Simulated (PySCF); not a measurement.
CH₂, SMILES [CH2], multiplicity 3. Atoms are numbered in the order given.

```xyz
3

C      0.0000     0.0000    -0.1052
H      0.0000    -0.9937     0.3157
H      0.0000     0.9937     0.3157
```
Charge 0, spin multiplicity 3.

Geometry optimised at r2SCAN-D4/def2-TZVPD. The isomer is the one that the SMILES or the coordinates give; other isomers of the formula were not compared.

All values below come from B3LYP/pcH-1 in PySCF.

Unrestricted Kohn–Sham, ⟨S²⟩ = 2.005. Hyperfine tensors hold the contact and dipolar terms, without spin-orbit corrections.

### Question
Estimate the hyperfine couplings. (Estimate from the structure and the level; the computed values follow.)

### Answer

```csv
nucleus,A(iso) (MHz),A(iso) (G),dipolar principal values (MHz)
13C no. 1,249.5,89.0,"-80.0, 30.2, 49.8"
1H no. 2,-11.5,-4.1,"-22.7, -16.5, 39.2"
1H no. 3,-11.5,-4.1,"-22.7, -16.5, 39.2"
```
